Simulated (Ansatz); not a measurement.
Relaxation of CH2O2 (5 atoms, charge 0, multiplicity 1), to a largest force component of 0.02 eV/Å in at most 40 steps.

Level of theory: Ansatz 0.2.0, RKS B3LYP-D4/cc-pVDZ.

```xyz
5
Properties=species:S:1:pos:R:3
O -0.354 -0.412 1.216
C -0.253 -0.356 -0.004
O 0.449 0.595 -0.626
H -0.589 -1.060 -0.730
H 0.796 1.159 0.102
```

**Question.** Where does it end, and by what steps?

**Answer.** The run converged. After 8 steps the energy has fallen by 0.081 eV; H5 moved furthest, 0.05 Å.

```csv
step,energy less start (eV),largest force component (eV/Å),accepted
0,0.0000,2.685,yes
1,0.2265,2.988,no
2,-0.0529,0.973,yes
3,-0.0714,0.410,yes
4,-0.0804,0.108,yes
5,-0.0809,0.123,yes
6,-0.0812,0.050,yes
7,-0.0813,0.026,yes
8,-0.0813,0.006,yes
```

```xyz
5
Properties=species:S:1:pos:R:3
O -0.375 -0.439 1.209
C -0.223 -0.364 0.018
O 0.469 0.602 -0.615
H -0.627 -1.074 -0.733
H 0.805 1.201 0.080
```

Whether the end is a true minimum wasn't checked by a vibrational analysis.

Time of the run: 12 s on 1 thread of Arm Neoverse N1, with other jobs on the host, peak memory 0.098 GiB.
